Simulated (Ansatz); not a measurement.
Elements on the sites of an ideal diamond lattice, at a guessed lattice constant:

```
CELL_PARAMETERS angstrom
-6.17457 -6.17457 0.00000
0.00000 6.17457 6.17457
-6.17457 6.17457 -6.17457
ATOMIC_POSITIONS crystal
Si 0.00000 0.00000 0.00000
Si 0.33333 0.16667 0.66667
Si 0.00000 0.50000 0.00000
Si 0.66667 0.83333 0.33333
Si 0.16667 0.83333 0.33333
Si 0.83333 0.16667 0.91667
Si 0.66667 0.33333 0.58333
Si 0.66667 0.83333 0.58333
Ge 0.50000 0.00000 0.00000
Ge 0.66667 0.33333 0.33333
Ge 0.16667 0.33333 0.33333
Ge 0.83333 0.66667 0.91667
Sn 0.50000 0.50000 0.00000
Sn 0.83333 0.66667 0.66667
Sn 0.16667 0.33333 0.58333
Sn 0.33333 0.66667 0.91667
Sn 0.50000 0.00000 0.25000
Pb 0.83333 0.16667 0.66667
Pb 0.33333 0.66667 0.66667
Pb 0.33333 0.16667 0.91667
Pb 0.50000 0.50000 0.25000
Pb 0.00000 0.50000 0.25000
Pb 0.16667 0.83333 0.58333
Pb 0.00000 0.00000 0.25000
```

Cell and atoms were relaxed without symmetry on coarser meshes and computed once more. Computed with DFT PBE, scalar-relativistic, plane waves, PAW in Ansatz.

Plane waves to 420 eV, a k mesh through Γ of 5×5×3 on the computed 24-atom cell and Gaussian smearing (0.10 eV); no spin polarisation.

The relaxation ran on 2×2×2 (shifted) and then 3×3×2 k points with a smearing of 0.1 eV, from sites shaken by 0.02 Å.

**Question.** What does the relaxation give?

**Answer.** A volume of 30.29 Å³/atom and no gap on the mesh. It lies 0.27 eV/atom above the elements' standard states (static lattices, no corrections for gases). The atoms leave their sites by 0.18 Å (root mean square) and 0.30 Å at most, and the cell stretches by up to 0.6 % at fixed volume.

```xyz
24
Lattice="-6.2718 -6.2341 0.0244 -0.0029 6.2113 6.2016 -6.2430 6.2295 -6.2167" Properties=species:S:1:pos:R:3 pbc="T T T"
Si  -12.2787    6.1929    0.0850
Si   -6.3084    2.9575   -2.9688
Si  -12.3364    3.0848   -3.1032
Si   -6.4161    3.2482    3.0368
Si   -3.0482    6.0852    3.2505
Si  -11.0415    1.6363   -4.7341
Si   -7.7361    1.6275   -1.6015
Si   -7.8216    4.5743    1.6554
Ge   -3.3416   -3.1548    0.0373
Ge   -6.4140    0.1282   -0.2066
Ge   -3.0787    3.0731   -0.0054
Ge  -11.0226    4.6250   -1.4855
Sn   -3.2692   -0.0540    3.1582
Sn   -9.2576    3.1465   -0.0266
Sn   -4.6692    4.4878   -1.6006
Sn   -7.8648    7.9607   -1.6231
Sn   -4.8003   -1.5371   -1.5921
Pb   -9.3767    0.1245   -3.1979
Pb   -6.3496    6.1280    0.0747
Pb   -7.7200    4.5775   -4.6872
Pb   -4.8879    1.6632    1.4683
Pb   -7.7545   -1.5520    1.5765
Pb   -4.5530    7.7183    1.7735
Pb   -7.6930    1.4598    4.7123
```

The final mesh leaves forces up to 0.13 eV/Å and stresses up to 0.2 GPa: the relaxation ran on a coarser mesh, so the cell's shape, its bonds and its energy belong partly to that mesh.

Spin-orbit coupling is left out, which matters for the bands of heavy elements.

Cost: 2 runs of about 23 core-minutes in all (earlier runs that led there not counted), on Arm Neoverse V2 (shared hosts).